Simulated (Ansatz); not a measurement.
# BNH+ (triplet): wave-function methods side by side, cc-pVTZ

The task here is to estimate one member of a computed series from the others.

The runs use Ansatz 0.2.0, Gaussian basis; cc-pVTZ, core rule «outside noble gas», up to 2 orbitals frozen.

Plan: UHF; CCSD(T) on ROHF; CCSD(T) on UHF; BCCD(T) on ROHF; CCSDT(Q) on ROHF; CCSDT(Q) on UHF; CASSCF and MRCISD+Q, 8 electrons in 9 orbitals; CASSCF and NEVPT2, 8 electrons in 9 orbitals.

5 further runs of the same task are left out: 2 for a known fault of the program, 3 set aside as unsound or not needed.

### The system

The geometry is a PBE0/def2-TZVP stationary point (not a proven minimum) of the parent state, kept for this charge and spin.

3 atoms, charge 1, spin multiplicity 3.

Atoms are counted from 1 here; the program's logs count them from 0.

Bond lengths: B1–N2 1.234 Å, N2–H3 0.993 Å. Angles: B1–N2–H3 180.0°.

Set-up of the first run:

Input file in.yaml:

```yaml
crystal:
  periodic: [false, false, false]
  atoms:
    - {symbol: B, position_ang: [0.000000, 0.000000, 1.153245]}
    - {symbol: N, position_ang: [0.000000, 0.000000, -0.080303]}
    - {symbol: H, position_ang: [0.000000, 0.000000, -1.072942]}
basis:
  gaussian: {orbitals: cc-pVTZ}
total_charge: 1
magnetization: {spin_polarized: true, initial_magnetization: 2}
hamiltonian: {xc: hf}
output: {orbitals: {seedname: orbitals}}
```

Command:

```sh
> ansatz run in.yaml --threads 1 --pin off --events-out ev --progress --plain --max-ram 2816MiB --backend cpu
```

Steps of the session up to this table: UHF; CCSD(T) on ROHF; CCSD(T) on UHF; BCCD(T) on ROHF; CCSDT(Q) on ROHF; CCSDT(Q) on UHF; CASSCF and MRCISD+Q, 8 electrons in 9 orbitals; CASSCF and NEVPT2, 8 electrons in 9 orbitals.

One of the session's tables, all rows but one given; the rest of the session is left out.

| method | from UCCSDT(Q) (kJ/mol) |
| --- | --- |
| ROHF | +609.5 |
| UHF | +599.1 |
| RMP2 | +71.0 |
| UMP2 | +72.1 |
| RCCSD | +24.2 |
| UCCSD | +24.0 |
| RCCSD(T) | +3.0 |
| UCCSD(T) | +2.9 |
| BCCD(T) | +3.1 |
| RCCSDT | +1.0 |
| UCCSDT | +0.9 |
| RCCSDT(Q) | +0.2 |
| UCCSDT(Q) | 0 |
| CASSCF valence | +356.3 |
| NEVPT2 valence | +71.3 |
| MRCISD valence | +15.8 |
| MRCISD+Q valence | ? |

**Question.** Estimate the row for MRCISD+Q valence.

The run gave: from UCCSDT(Q) (kJ/mol): +3.5. In the column «from UCCSDT(Q) (kJ/mol)» it lies between BCCD(T) (+3.1) and MRCISD valence (+15.8).

Limits of these values: Restricted and unrestricted rows rest on different reference determinants; where their highest levels disagree by more than a few hundredths of an eV, they describe different states and don't form one ladder.
